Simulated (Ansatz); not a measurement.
# CH₃ (doublet): from Hartree-Fock to the top rungs, 6-31G*

How much of the correlation energy of CH₃ (doublet) does each wave-function method recover here?

The runs use Ansatz 0.2.0, Gaussian basis; 6-31G*, core rule «outside noble gas», up to 1 orbitals frozen.

The runs, in order: UHF; CCSD(T) on ROHF; CCSD(T) on UHF; BCCD(T) on ROHF; CISD; CCSDT(Q) on ROHF; CCSDT(Q) on UHF; CISDTQ; CCSDTQ on ROHF; CCSDTQ on UHF; CASSCF and MRCISD+Q, 7 electrons in 7 orbitals; CASSCF and NEVPT4(SD), 7 electrons in 7 orbitals; CASSCF and NEVPT2, 7 electrons in 7 orbitals; Full CI.

17 further runs of the same task are left out: 17 set aside as unsound or not needed.

### Step 1. What is computed

The geometry is an MP2(full)/6-31G* stationary point (not a proven minimum).

4 atoms, charge 0, spin multiplicity 2.

Atoms are counted from 1 here; the program's logs count them from 0.

Bond lengths: C1–H2 1.078 Å, C1–H3 1.078 Å, C1–H4 1.078 Å. Angles: H2–C1–H3 120.0°, H2–C1–H4 120.0°, H3–C1–H4 120.0°.

### Step 2. UHF

The input, in.yaml:

```yaml
crystal:
  periodic: [false, false, false]
  atoms:
    - {symbol: C, position_ang: [0.000000, 0.000000, 0.000000]}
    - {symbol: H, position_ang: [0.000000, 1.078410, 0.000000]}
    - {symbol: H, position_ang: [0.933930, -0.539205, 0.000000]}
    - {symbol: H, position_ang: [-0.933930, -0.539205, 0.000000]}
basis:
  gaussian: {orbitals: "6-31G*"}
magnetization: {spin_polarized: true, initial_magnetization: 1}
hamiltonian: {xc: hf}
output: {orbitals: {seedname: orbitals}}
```

Run with:

```bash
> ansatz run in.yaml --threads 1 --pin off --events-out ev --progress --plain --max-ram 5120MiB --backend cpu
```

After this run come: CCSD(T) on ROHF; CCSD(T) on UHF; BCCD(T) on ROHF; CISD; CCSDT(Q) on ROHF; CCSDT(Q) on UHF; CISDTQ; CCSDTQ on ROHF; CCSDTQ on UHF; CASSCF and MRCISD+Q, 7 electrons in 7 orbitals; CASSCF and NEVPT4(SD), 7 electrons in 7 orbitals; CASSCF and NEVPT2, 7 electrons in 7 orbitals; Full CI.

Q: Predict the results of all the runs planned. Wanted: FCI below the RHF energy; RMP2 from FCI; UMP2 from FCI; RCCSD from FCI; RCCSD(T) from FCI; UCCSD(T) from FCI; RCCSDT(Q) from FCI; UCCSDT(Q) from FCI; NEVPT2 valence from FCI.

The runs gave:

| quantity | value |
| --- | --- |
| FCI below the RHF energy | -3.7219 eV |
| RMP2 from FCI | +60.0 kJ/mol |
| UMP2 from FCI | +59.4 kJ/mol |
| RCCSD from FCI | +6.6 kJ/mol |
| RCCSD(T) from FCI | +1.1 kJ/mol |
| UCCSD(T) from FCI | +1.1 kJ/mol |
| RCCSDT(Q) from FCI | 0.0 kJ/mol |
| UCCSDT(Q) from FCI | -0.1 kJ/mol |
| NEVPT2 valence from FCI | +42.8 kJ/mol |
| NEVPT4(SD) valence from FCI | +5.0 kJ/mol |
| MRCISD+Q valence from FCI | +0.5 kJ/mol |
| levels within 1 kcal/mol (43 meV) | RCCSD(T), UCCSD(T), BCCD(T), RCCSDT, UCCSDT, CISDTQ, RCCSDT(Q), UCCSDT(Q), RCCSDTQ, UCCSDTQ, MRCISD+Q valence |
| T1 diagnostic | 0.015 |
| effectively unpaired electrons | 1.02 |

**Reading.** RCCSD(T) misses by +1.1 kJ/mol, 0.3 % of the correlation energy. One determinant dominates. Of the multireference levels listed MRCISD+Q valence comes nearest in total energy (+0.5 kJ/mol), which doesn't show that its space is the better one. These misses are within one basis, not against nature; the frozen cores of restricted and unrestricted runs differ, which can shift their rows.
